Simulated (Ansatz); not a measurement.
# C2 (triplet): B3LYP, BHLYP over a scan of the distance C1–C2, 6-31G

How well do these functionals follow the top wave-function level for C2 (triplet) over a scan of the distance C1–C2?

Computed with Ansatz 0.2.0, Gaussian basis. Level: 6-31G, all electrons in the functionals.

Plan: B3LYP, BHLYP, at 1.046 Å; 1.185 Å; 1.301 Å; 1.396 Å; 1.627 Å; 1.785 Å; 2.034 Å; 2.418 Å; 2.893 Å; 3.594 Å; 4.478 Å.

21 further runs of the same task are left out: 1 for a known fault of the program, 15 that didn't finish, 5 set aside as unsound or not needed.

## Step 1: What is computed

The geometry derives from a PBE0/def2-TZVP stationary point (not a proven minimum). One bond is set to the value named and the two fragments are kept rigid.

2 atoms, charge 0, spin multiplicity 3.

Atoms are counted from 1 here; the program's logs count them from 0.

Bond lengths: C1–C2 1.301 Å.

No dispersion term is added. B3LYP takes the VWN-RPA correlation.

The geometry shown and the zero of energy belong to the point 1.301 Å. The yardstick, FCI, and other wave-function levels (R restricted, U unrestricted, valence and pair active spaces) come from earlier runs.

## Step 2: B3LYP, 1.046 Å

in.yaml

```yaml
crystal:
  periodic: [false, false, false]
  atoms:
    - {symbol: C, position_ang: [0.000000, 0.000000, 0.000000]}
    - {symbol: C, position_ang: [0.000000, 0.000000, 1.046000]}
basis:
  gaussian: {orbitals: 6-31G}
magnetization: {spin_polarized: true, initial_magnetization: 2}
hamiltonian: {xc: {name: B3LYP}}
```

Command:

```sh
> ansatz run in.yaml --threads 1 --pin off --events-out ev --progress --plain --max-ram 2393MiB
```

After this run come: B3LYP, 1.185 Å; B3LYP, 1.301 Å; B3LYP, 1.396 Å; B3LYP, 1.627 Å; B3LYP, 1.785 Å; B3LYP, 2.034 Å; B3LYP, 2.418 Å; B3LYP, 2.893 Å; B3LYP, 3.594 Å; B3LYP, 4.478 Å; BHLYP, 1.046 Å; BHLYP, 1.185 Å; BHLYP, 1.301 Å; BHLYP, 1.396 Å; BHLYP, 1.627 Å; BHLYP, 1.785 Å; BHLYP, 2.034 Å; BHLYP, 2.418 Å; BHLYP, 2.893 Å; BHLYP, 3.594 Å; BHLYP, 4.478 Å.

Before running them: what should the planned runs give, taken together? Wanted: span of the FCI curve; largest miss, B3LYP; largest miss, BHLYP.

The runs gave:

| quantity | value |
| --- | --- |
| span of the FCI curve | 5.257 eV |
| largest miss, B3LYP | +0.919 eV (4.478 Å) |
| largest miss, BHLYP | -0.457 eV (1.046 Å) |

**Reading.** Of the functionals, BHLYP keep the smallest largest miss at the points compared (at most 0.457 eV) and B3LYP strays most (0.919 eV, at 4.478 Å). B3LYP, BHLYP clearly break the spin symmetry at some points (⟨S²⟩ up to 1.00 above the pure value), so energy there is bought with a mixed spin. Functionals and the yardstick converge differently with the basis, so part of each miss in 6-31G is the basis.
